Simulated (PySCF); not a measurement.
Numbering as in the mapped SMILES `[CH3:1][C:2]1=[CH:3][CH2:4]1`. Hydrogens are named by the atom that carries them.

- PBE0/pcSseg-2 with gauge-including orbitals
- PBE0-D3(BJ)/def2-TZVP structure
- run in PySCF 2.14.0 with density-fitted response routines
- isolated molecule, equivalent nuclei averaged, non-relativistic Hamiltonian, one computed conformer

List the cross peaks expected in HSQC, COSY and HMBC spectra.

## Answers



HSQC (one-bond C–H):
| δH | δC |
| --- | --- |
| 6.69 (H(C3)) | 108.6 (C3) |
| 2.21 (H(C1)) | 15.0 (C1) |
| 1.02 (H(C4)) | 9.1 (C4) |

COSY cross peaks (H two or three bonds apart, from the bond graph; peaks can be absent where the dihedral angle is near 90°):
| δH | δH |
| --- | --- |
| 6.69 (H(C3)) | 1.02 (H(C4)) |

HMBC (two and three bonds, from the bond graph):
| δH | δC |
| --- | --- |
| 6.69 (H(C3)) | 130.0 (C2), 15.0 (C1), 9.1 (C4) |
| 2.21 (H(C1)) | 130.0 (C2), 108.6 (C3), 9.1 (C4) |
| 1.02 (H(C4)) | 130.0 (C2), 108.6 (C3), 15.0 (C1) |

References, each an isolated molecule treated in the same way: TMS for $^{1}$H and $^{13}$C.

Shifts are as computed. Against solution values, carbons near 30 ppm lie about +3 ppm off and those near 130 ppm about +9 ppm. Of 1211 compounds with measured shifts, 218 miss one by over three times the rms of a fit or turn the order of signals round; such compounds aren't used in these exercises.
